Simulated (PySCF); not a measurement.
## BC: from constants to spectrum

BLYP constants of BC, ⁴Σ⁻ (quartet), unpaired electrons σ ↑, π ↑↑ (basis B aug-pcseg-1, C aug-pcseg-1; no relativity; PySCF 2.14; masses 11.0093 and 12.0000 u):

| Quantity | Value |
| --- | --- |
| ωe | 1152.4 cm⁻¹ |
| ωexe | 11.1 cm⁻¹ |
| Be | 1.2986 cm⁻¹ |
| αe | 0.0170 cm⁻¹ |
| D (centrifugal) | 6.6e-06 cm⁻¹ |
| De to B + C | 4.62 eV |

(1) Give the vibrational terms G(v) and spacings up to v = 6.

(2) How well does the Morse estimate ωe²/(4ωexe) reproduce De, and what is D0?

The state was picked by a PBE0 search and need not be the measured ground state.

Results:

(1) G(v) = ωe(v+½) − ωexe(v+½)².

| v | G(v) (cm⁻¹) | G(v) − G(v−1) | Bv (cm⁻¹) |
| --- | --- | --- | --- |
| 0 | 573.4 |  | 1.290 |
| 1 | 1703.6 | 1130.2 | 1.273 |
| 2 | 2811.6 | 1108.0 | 1.256 |
| 3 | 3897.4 | 1085.8 | 1.239 |
| 4 | 4961.0 | 1063.6 | 1.222 |
| 5 | 6002.4 | 1041.4 | 1.205 |
| 6 | 7021.6 | 1019.2 | 1.188 |

(2) It gives 3.71 eV, 80 % of the computed De. D0 = De − G(0) = 4.62 − 0.07 = 4.55 eV.
